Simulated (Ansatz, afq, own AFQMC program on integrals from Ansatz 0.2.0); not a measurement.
## CH2Si, triplet: AFQMC among the cluster methods

```xyz
4

Si    0.0000    0.0000    0.4155
C     0.0000    0.0000   -1.1875
H     0.0000    1.2125    1.2855
H     0.0000   -1.2125    1.2855
```

Connectivity, by distances: SiH2–C.

Basis cc-pVDZ. Noble-gas cores (and the filled d shells of Ga–Kr and In–Xe) are frozen. Ansatz 0.2.0 and our own AFQMC program on the same integrals; the CISD trial comes from CCSD amplitudes, and released means the phaseless constraint is let go. Uncertainties: one standard error, sampling alone.

Determinant: ROHF, the one that the program's search chose, which needn't be the lowest solution. The geometry is a point of a scan.

No full CI on the walks' own integrals is used here; CCSDT(Q) serves as the reference and is uncertain by about the last step of the cluster series.

Cautions: lower spins were not checked; higher spins were not checked; a spin-contaminated unrestricted determinant lies lower (UHF 503 meV lower, ⟨S²⟩ 2.41); raised T1 diagnostic (T1 0.042, weight of the determinant 0.85, largest double 0.13); the ph-AFQMC/HF walk drifts between its halves (2.7 errors).

The T1 diagnostic is 0.0416, the weight of the determinant in the CISD state is 0.850 and the size of the correlated space is 10 electrons in 36 orbitals.

Reference: CCSDT(Q), correlation energy -6.140 eV. The released energy is read at 2.40 1/Eh (meV from the phaseless value at times in 1/Eh: 16 ± 15 at 0.24, 22 ± 13 at 0.51, 17 ± 11 at 0.99, 8 ± 13 at 1.62, 2 ± 14 at 2.40).

| level | E − E(reference) (kJ/mol) | share of correlation (%) |
| --- | --- | --- |
| HF | 592.4 | 0.00 |
| MP2 | 126.6 | 78.63 |
| CCSD | 26.0 | 95.61 |
| CCSD(T) | 5.8 | 99.03 |
| CCSDT | 1.5 | 99.75 |
| ph-AFQMC/HF | 19.5 ± 4.9 | 96.71 |
| ph-AFQMC/CISD | 0.7 ± 1.7 | 99.89 |
| released AFQMC | 0.8 ± 1.4 | 99.86 |

A walk keeps the symmetry of its determinant, which the program's search chose and which needn't be the lowest solution, so a lower state of the same spin and another symmetry isn't excluded. Released energies are given only where the last usable release times agree within the noise; a slower fall can still hide under it.
